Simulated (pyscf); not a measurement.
HO–P(OH)–OH (SMILES OP(O)O) + H₂O (SMILES O) → O=P–OH (SMILES O=PO) + H₂O (SMILES O) + H₂O (SMILES O), a multi-bond step (singlet surface; H–O, O–P, H–O broken, H–O, H–O formed). Single points on ωB97X-D3(BJ)/def2-SVP structures (PySCF, gas phase). Energies in eV from the separated reactants.

Small-basis levels: PySCF, no dispersion term, spherical d functions. AM1 to PM7: differences of heats of formation from MOPAC. Cost: rough CPU time at the saddle relative to B3LYP/6-31G*, from one job on a shared machine.

| level | barrier | reaction energy | cost |
|---|---|---|---|
| HF/STO-3G | 1.07 | +2.48 | 0.04 |
| HF/6-31G* | 1.08 | +1.09 | 0.08 |
| MP2/6-31G* | 0.21 | +0.74 | 0.1 |
| SVWN5/6-31G* | -0.76 | +1.42 | 1.0 |
| BP86/6-31G* | -0.13 | +0.84 | 1 |
| PBE/6-31G* | -0.19 | +0.93 | 1 |
| B3LYP/3-21G | -1.12 | +1.54 | 0.5 |
| B3LYP/6-31G* | 0.11 | +0.91 | 1 |
| B3LYP/def2-SVP | 0.06 | +1.01 | 1 |
| AM1 | 2.56 | +2.04 | under 0.02 |
| PM3 | 1.96 | +1.79 | under 0.02 |
| PM7 | 0.63 | +1.39 | under 0.02 |
| ωB97M-D3(BJ)/def2-TZVP | 0.44 | +0.97 | – |

Against the last row the barrier runs from -1.55 (B3LYP/3-21G) to +2.12 eV (AM1). ωB97M-D3(BJ)/def2-TZVP has limits of its own. On the reactant side the descent ends in a bound adduct, 0.49 eV under the separated species and 0.96 eV under the saddle at ωB97X-D3(BJ)/def2-TZVP. On the product side the descent ends in a bound adduct, 0.86 eV under the separated species and 0.27 eV under the saddle at ωB97X-D3(BJ)/def2-TZVP. At ωB97M-D3(BJ) the saddle lies under the separated products, which points to a path from their complex (located at ωB97X-D3(BJ) alone), and parting the products costs more than the saddle. This is the saddle that the search found; another between the same sides may lie lower.
